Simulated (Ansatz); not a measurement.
Conformers of `C#COC=C`, each relaxed with PBE0-D4/def2-TZVP in Ansatz. CBS adds the triple-zeta coupled-cluster correction to the MP2 limit.

Not all of them had a frequency check.

Conformer A:

Cartesian coordinates in Å:
```
C 2.008 -0.229 -1.713
C 1.286 -0.354 -0.766
O 0.535 -0.520 0.276
C -0.640 0.207 0.333
C -1.450 0.085 1.365
H 2.654 -0.123 -2.550
H -0.805 0.850 -0.524
H -1.224 -0.578 2.190
H -2.364 0.662 1.390
```

Conformer B:

Cartesian coordinates in Å:
```
C -0.883 1.295 1.625
C -0.871 0.909 0.492
O -0.902 0.525 -0.745
C 0.028 -0.410 -1.165
C 0.960 -0.958 -0.410
H -0.902 1.644 2.629
H -0.133 -0.620 -2.213
H 1.633 -1.680 -0.851
H 1.071 -0.705 0.637
```

Which is lowest in electronic energy at CCSD(T)/CBS (frozen core, def2 sets), and by how much? (Best estimate.)

The calculation gave: B; A lies 5.8 kJ/mol higher.

Give the energies relative to B (kJ/mol) with PBE-D4/def2-TZVPP, PBE0-D4/def2-TZVPP, B3LYP-D4/def2-TZVPP, B2PLYP/def2-TZVPP, PBE/def2-TZVPP, PBE0/def2-TZVPP, CCSD(T)/def2-TZVPP. (Best estimate.)

Computed: 
| level | A |
| --- | --- |
| PBE-D4/def2-TZVPP | 5.1 |
| PBE0-D4/def2-TZVPP | 4.8 |
| B3LYP-D4/def2-TZVPP | 4.3 |
| B2PLYP/def2-TZVPP | 4.0 |
| PBE/def2-TZVPP | 4.0 |
| PBE0/def2-TZVPP | 3.8 |
| CCSD(T)/def2-TZVPP | 5.1 |

B3LYP here is the variant with VWN-RPA as its local correlation; programs differ in this.
